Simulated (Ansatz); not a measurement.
# A barrier at the coupled-cluster level

Start structure (CH$_{8}$OSi, singlet), relaxed at PBE0-D4/def2-TZVP:

```
11
angstrom
Si -0.0208 1.0748 1.0309
H 0.4036 -0.2299 1.5860
H 0.9048 1.4907 -0.0588
H -1.3882 0.9617 0.4521
O 0.0158 2.1346 2.2928
H 0.2947 -2.3744 -0.6641
C 0.0632 -1.6947 -1.4836
H -0.2305 3.0438 2.1202
H 0.8474 -0.9419 -1.5650
H -0.8943 -1.2091 -1.2945
H 0.0043 -2.2553 -2.4161
```

The step: SiH₄O ([OH][SiH3]) + CH₄ → CH₆OSi ([CH3][SiH2][OH]) + H₂; bonds formed: Si1–C7, H2–H6; bonds broken: Si1–H2, H6–C7. Computed with Ansatz 0.2.0 (basis: def2-TZVPP and def2-QZVPP); correlated methods freeze the cores. Extrapolation: Hartree–Fock as exp(−7.88 √X), correlation as X^−2.97. Energies below are by CCSD(T) at an estimated basis limit (MP2 extrapolated from triple and quadruple zeta, plus CCSD(T) − MP2 in triple zeta).

Task: What are the electronic barrier and the energy of the step, from the start structure to the end structure? (Judge from chemistry; the value comes from the calculation.)

Result: Computed: Barrier 305.3 kJ/mol; step energy 19.2 kJ/mol (uphill); reverse barrier, their difference, 286.2 kJ/mol. Barrier and step energy count from the start structure, the reverse barrier from the end structure.

The saddle point: One imaginary mode of 1464i cm⁻¹.
```json
{"pair": "Si1–C7", "start (Å)": "3.74", "saddle (Å)": "2.16", "end (Å)": "1.85"}
{"pair": "H2–H6", "start (Å)": "3.11", "saddle (Å)": "1.10", "end (Å)": "0.75"}
{"pair": "Si1–H2", "start (Å)": "1.48", "saddle (Å)": "1.68", "end (Å)": "3.69"}
{"pair": "H6–C7", "start (Å)": "1.09", "saddle (Å)": "1.39", "end (Å)": "3.94"}
```

Zero-point energy (harmonic, PBE0-D4): ZPE is 220.3 kJ/mol at the start and 218.2 kJ/mol at the saddle, so the barrier goes from 305.3 to 303.2 kJ/mol.

The T1 diagnostic stays at or below 0.012.

Labels in which every atom is bracketed show which atoms are joined, not bond orders.

For scale, one of the runs: CCSD(T)/def2-TZVPP, 216 basis functions, launched by `ansatz run in.yaml --threads 4 --pin off --events-out ev --progress --plain --max-ram 9574MiB`. Hardware: 4 CPU threads of an Arm Neoverse V2, shared host. Wall time 31 s; peak host memory 3.2 GiB.
